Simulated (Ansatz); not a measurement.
Input file:

```yaml
crystal:
  periodic: [false, false, false]
  atoms:
    - {symbol: N, position_ang: [0.000000, 0.000000, 1.244297]}
    - {symbol: C, position_ang: [0.000000, 0.000000, -0.028472]}
    - {symbol: H, position_ang: [0.000000, 0.000000, -1.215825]}
basis:
  gaussian: {orbitals: 6-31G}
magnetization: {spin_polarized: true, initial_magnetization: 0}
correlation: {method: ccsdt_q, electrons: valence}
```

```sh
$ ansatz run in.yaml --threads 1 --pin off --events-out ev --progress --plain --max-ram 2393MiB
```

Log:

```
446 factors; integrals over basis functions are off by at most 7.7e-8 eV
mean field evaluation 1: about -2522.3375 eV, gradient 2.1e1 eV
mean field evaluation 2: about -2522.3458 eV, gradient 2.1e1 eV
mean field evaluation 4: about -2524.7323 eV, gradient 1.6e0 eV
mean field evaluation 8: about -2524.7696 eV, gradient 6.4e-2 eV
mean field evaluation 16: about -2525.1036 eV, gradient 3.5e-1 eV
mean field evaluation 32: about -2525.1097 eV, gradient 4.1e-2 eV
mean field evaluation 64: about -2519.5532 eV, gradient 5.4e0 eV
mean field -2525.10974728 eV, -92.7960716316 hartree, gradient 2.8e-6 eV, S^2 0.694734; 3 other end points of the search recorded, 0 dependent functions left out
determinant -2525.10974728 eV, -92.7960716316 hartree, with singles and doubles -2531.26358967 eV, -93.0222211683 hartree
determinant -2524.76966610 eV, -92.7835738787 hartree, with singles and doubles -2531.26666757 eV, -93.0223342790 hartree
determinant -2525.10974728 eV, -92.7960716316 hartree, with singles and doubles -2531.26438905 eV, -93.0222505450 hartree
determinant -2524.76966610 eV, -92.7835738787 hartree, with singles and doubles -2531.26527501 eV, -93.0222831035 hartree
2 core orbitals not correlated: weight in the atoms' cores, before any rotation towards them, 1.000 or more for the frozen orbitals, at most 0.000 for the correlated occupied ones
reference -2524.76966610 eV, -92.7835738787 hartree; 5, 5 occupied and 13, 13 virtual orbitals, 446 factors
second order -6.65168079 eV of doubles, -0.00000000 eV of singles
cycle   1  -5.94818144 eV  change    7.0e-1 eV  update   1.2e-1
cycle   2  -6.48816116 eV  change   -5.4e-1 eV  update   5.8e-2
cycle   3  -6.73900728 eV  change   -2.5e-1 eV  update   2.3e-2
cycle   4  -6.75186632 eV  change   -1.3e-2 eV  update   9.9e-3
cycle   5  -6.75468794 eV  change   -2.8e-3 eV  update   5.1e-3
cycle   6  -6.75542682 eV  change   -7.4e-4 eV  update   1.4e-3
cycle   7  -6.75610396 eV  change   -6.8e-4 eV  update   6.4e-4
cycle   8  -6.75652921 eV  change   -4.3e-4 eV  update   2.3e-4
cycle   9  -6.75650453 eV  change    2.5e-5 eV  update   8.0e-5
cycle  10  -6.75648481 eV  change    2.0e-5 eV  update   2.7e-5
cycle  11  -6.75648820 eV  change   -3.4e-6 eV  update   1.3e-5
cycle  12  -6.75647511 eV  change    1.3e-5 eV  update   5.2e-6
cycle  13  -6.75647835 eV  change   -3.2e-6 eV  update   1.6e-6
cycle  14  -6.75647911 eV  change   -7.6e-7 eV  update   6.5e-7
cycle  15  -6.75647914 eV  change   -2.6e-8 eV  update   2.4e-7
perturbative correction -0.06705696 eV, -0.0024642978 hartree
Total energy: -2531.59320219 eV, -93.0343342051 hartree
```

Ran on 1 thread of Arm Neoverse V1, shared host: 3.6 s wall, 0.12 GiB peak host memory.
